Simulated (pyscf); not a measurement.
Structures and frequencies: ωB97X-D3(BJ)/def2-SVP in PySCF. MP2 and CC: frozen core, UHF for open shells. ΔMP2 is the change of the MP2 total energy from the triple- to the quadruple-zeta basis.

Task: For the elementary gas-phase step O=B–OH (SMILES O=BO) + HCl (SMILES Cl) -> HO–B(OH)–Cl (SMILES OB(O)Cl) (singlet surface; Cl–H broken, B–Cl, H–O formed), what barrier and reaction energy does CCSD(T)/def2-TZVPP + ΔMP2(QZVPP) give, measured from the separated reactants?

Result: ΔE‡ = 40.0 kJ/mol, ΔE = -185.4 kJ/mol. Zero-point energy shifts the barrier by +0.4 kJ/mol. It is an addition across a multiple bond or ene-type step, with an imaginary mode of 1310i cm⁻¹. On the reactant side the descent ends in a complex, 27.4 kJ/mol under the separated species and 55.3 kJ/mol under the saddle at ωB97X-D3(BJ)/def2-TZVP. At ωB97X-D3(BJ) the barrier from the zero used here is 27.9 kJ/mol. One saddle was located; it need not be the lowest between these sides. The CCSD(T) − MP2 part came from Ansatz, without density fitting, on the same reference.
